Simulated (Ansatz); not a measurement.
in.yaml

```yaml
crystal:
  periodic: [false, false, false]
  atoms:
    - {symbol: H, position_ang: [-2.274774, 0.000000, 0.000000]}
    - {symbol: H, position_ang: [-1.367774, 0.000000, 0.000000]}
    - {symbol: B, position_ang: [0.206226, 0.000000, 0.000000]}
    - {symbol: H, position_ang: [0.715299, 0.000000, 1.077008]}
    - {symbol: H, position_ang: [0.715299, 0.000000, -1.077008]}
basis:
  gaussian: {orbitals: 6-31G}
magnetization: {spin_polarized: false, initial_magnetization: 1}
correlation: {method: fic_mrcisd_q, electrons: outside_noble_gas, active_space: {window: {electrons: 3, orbitals: 3}}}
```

```sh
$ ansatz run in.yaml --threads 1 --pin off --events-out ev --progress --plain --max-ram 2393MiB
```

The program prints:

```
254 factors; integrals over basis functions are off by at most 5.8e-4 eV
mean field evaluation 1: about -729.4804 eV, gradient 9.0e0 eV
mean field evaluation 2: about -729.4766 eV, gradient 8.9e0 eV
mean field evaluation 4: about -730.0570 eV, gradient 7.0e-1 eV
mean field evaluation 8: about -730.0610 eV, gradient 8.6e-3 eV
mean field evaluation 16: about -729.1390 eV, gradient 1.7e-2 eV
mean field evaluation 32: about -729.1367 eV, gradient 5.4e-1 eV
mean field -730.06099599 eV, -26.8292467495 hartree, gradient 1.6e-6 eV, S^2 0.750000; 6 other end points of the search recorded, 0 dependent functions left out
reference -730.06099599 eV, -26.8292467495 hartree; 5, 4 occupied and 12, 13 virtual orbitals, 254 factors
state -730.76517396 eV, -26.8551248127 hartree
contracted CI cycle   1: correlation 0.00000000 eV, 0.0000000000 hartree, residual 9.40e0 eV
contracted CI cycle   2: correlation -1.64735245 eV, -0.0605390860 hartree, residual 1.53e0 eV
contracted CI cycle   3: correlation -1.69785213 eV, -0.0623949149 hartree, residual 3.99e-1 eV
contracted CI cycle   4: correlation -1.70154721 eV, -0.0625307067 hartree, residual 1.27e-1 eV
contracted CI cycle   5: correlation -1.70184491 eV, -0.0625416469 hartree, residual 5.16e-2 eV
contracted CI cycle   6: correlation -1.70190471 eV, -0.0625438445 hartree, residual 1.76e-2 eV
contracted CI cycle   7: correlation -1.70191206 eV, -0.0625441146 hartree, residual 6.09e-3 eV
contracted CI cycle   8: correlation -1.70191287 eV, -0.0625441445 hartree, residual 2.09e-3 eV
contracted CI cycle   9: correlation -1.70191297 eV, -0.0625441482 hartree, residual 7.07e-4 eV
state -730.76517396 eV, -26.8551248127 hartree; corrected -732.53160329 eV, -26.9200398932 hartree
state -730.20811367 eV, -26.8346532245 hartree
contracted CI cycle   1: correlation 0.00000000 eV, 0.0000000000 hartree, residual 1.06e1 eV
contracted CI cycle   2: correlation -2.14111666 eV, -0.0786845858 hartree, residual 1.76e0 eV
contracted CI cycle   3: correlation -2.21704812 eV, -0.0814750156 hartree, residual 4.50e-1 eV
contracted CI cycle   4: correlation -2.22172355 eV, -0.0816468345 hartree, residual 1.25e-1 eV
contracted CI cycle   5: correlation -2.22215553 eV, -0.0816627093 hartree, residual 5.50e-2 eV
contracted CI cycle   6: correlation -2.22224744 eV, -0.0816660872 hartree, residual 2.19e-2 eV
contracted CI cycle   7: correlation -2.22226031 eV, -0.0816665601 hartree, residual 6.88e-3 eV
contracted CI cycle   8: correlation -2.22226152 eV, -0.0816666047 hartree, residual 2.19e-3 eV
contracted CI cycle   9: correlation -2.22226164 eV, -0.0816666088 hartree, residual 5.58e-4 eV
state -730.20811367 eV, -26.8346532245 hartree; corrected -732.55083947 eV, -26.9207468096 hartree
state -730.20811367 eV, -26.8346532245 hartree; corrected -732.55083947 eV, -26.9207468096 hartree
the orbitals are reached from a further start. From the first start the search ends at -730.76517396 eV, -26.8551248125 hartree
WARN: the results are in doubt because another end's mean lies 0.557 eV lower, and its corrected mean 0.019 eV higher
Total energy: -732.55083947 eV, -26.9207468096 hartree
In doubt: another end's mean lies 0.557 eV lower, and its corrected mean 0.019 eV higher
```

Natural occupations: 1.9896 0.9979 0.0126.

For the same geometry and basis full CI lies 16.2 meV higher.

Ran on 1 thread of Arm Neoverse N1, shared host: 0.81 s wall, 0.08 GiB peak host memory.
